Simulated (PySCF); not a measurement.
difluoromethane (CH2F2), SMILES FCF. Atoms are numbered in the order given.

```xyz
5

F     -1.1141     0.0000    -0.2921
C      0.0000     0.0000     0.5061
F      1.1141     0.0000    -0.2921
H      0.0000    -0.9214     1.1102
H      0.0000     0.9214     1.1102
```
Charge 0, spin multiplicity 1.

Coordinates come from a PBE-D3(BJ)/def2-TZVP optimisation.

Computed with PBE-D3(BJ)/def2-TZVP (PySCF 2.14.0).

Frequencies are harmonic and unscaled.

| mode | ν (cm⁻¹) | IR (km/mol) | moving atoms (share of kinetic energy) |
|---|---|---|---|
| 1 | 507 | 3.5 | F 85 %, C 12 % |
| 2 | 1039 | 248.5 | C 58 %, F 37 % |
| 3 | 1076 | 92.9 | C 52 %, F 42 % |
| 4 | 1141 | 14.7 | H 64 %, C 30 % |
| 5 | 1219 | 0.0 | H 96 % |
| 6 | 1402 | 14.6 | H 86 %, C 12 % |
| 7 | 1472 | 0.4 | H 92 %, C 8 % |
| 8 | 2962 | 45.9 | H 96 % |
| 9 | 3031 | 43.2 | H 89 %, C 11 % |
